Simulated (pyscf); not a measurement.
This saddle point was located with ωB97X-D3(BJ)/def2-SVP in PySCF.

```xyz
8

O      0.6479    -0.2400     0.5505
W     -0.9429    -0.1648    -0.2550
F     -0.5982    -1.6768    -1.2643
F     -1.3951     1.4176     0.5904
F     -2.2791    -1.0477     0.6612
F     -1.9878     0.4159    -1.6855
H      0.9407     0.4272    -0.3982
H      0.3597     0.8289    -1.2962
```
Charge 0, spin multiplicity 1.

Surface: singlet, charge 0. Lowest wavenumbers (cm⁻¹): 1685i, 121, 157, 161, 253.

### Question
What reaction is this the transition state of?

### Answer
`[O]=[W]([F])([F])([F])[F]` + `[H][H]` <-> `[OH][WH]([F])([F])([F])[F]`, an addition across a multiple bond or ene-type step read from left to right: H–H broken and H–O, H–W formed. At ωB97M-D3(BJ)/def2-TZVP it lies +199.6 kJ/mol from the left side and +105.6 kJ/mol from the right (each side as separated species at their lowest minima found). At the saddle there is also a short H–W contact that neither side keeps. One saddle was located; it need not be the lowest between these sides. Elements past Kr carry the def2 core potentials, without spin-orbit coupling.
